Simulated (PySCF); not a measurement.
C2H6O, SMILES COC.

Geometry: B3LYP-D3(BJ)/def2-TZVP.

All values below come from PBE/def2-TZVPD (PySCF).

Gas-phase values at a fixed geometry.

total energy: -154.88978 hartree
point group: C2v
highest occupied level: -5.87 eV
lowest empty level: -0.20 eV
orbital gap: 5.67 eV
dipole moment: 1.15 D
quadrupole, principal values (traceless, Buckingham form, about the centre of nuclear charge): -2.46, -0.77, 3.23 D·Å
mean static polarisability: 35.6 bohr³ (5.27 Å³)
polarisability, principal values: 32.6, 33.4, 40.7 bohr³
